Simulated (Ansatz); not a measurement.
Reaction: C4H6 (buta-1,2-diene, SMILES C=C=CC) → C3H3 (SMILES [CH]=C=C, doublet) + CH3 (SMILES [CH3], doublet) (the C-C bond breaks)
Each species at its own B3LYP-D3(BJ)/def2-TZVP minimum (Ansatz, a first-principles code).

Quantity: bond dissociation energy (electronic), in kcal/mol. UHF or UKS for unpaired electrons; spin-orbit terms are left out. CBS(X,Y): correlation extrapolated as X^-3, Hartree-Fock from the larger set. A bracket is a step between two methods taken in the basis named. Functionals run without relativity, which enters their misses. Double hybrids freeze cores in their MP2 part. '+ core + X2C': CCSD(T) terms for core correlation (cc-pwCVTZ) and scalar relativity (cc-pVTZ-DK). The UHF reference of C3H3 ([CH]=C=C, doublet) is spin-contaminated (<S^2> up to 0.21 over the pure value in the sets run).

CCSD(T)/CBS(cc-pVTZ,cc-pVQZ) + [CCSDT(Q) - CCSD(T)]/cc-pVDZ + core + X2C (Ansatz) gives 86.6 kcal/mol.

Question: What does PBE/def2-TZVPD (Ansatz) give here, and how do the other levels compare?

Answer: PBE gives 86.5 kcal/mol, 0.1 kcal/mol below it. Differences of the others: B3LYP/def2-TZVPD (Ansatz) -5.7; PBE0/def2-TZVPD (Ansatz) -1.4; wB97M-V/def2-TZVPD (Ansatz) 1.3; B2PLYP/def2-TZVPD (Ansatz) -3.4; CCSD(T)/CBS(cc-pVTZ,cc-pVQZ) + core + X2C (Ansatz) 0.4 kcal/mol.
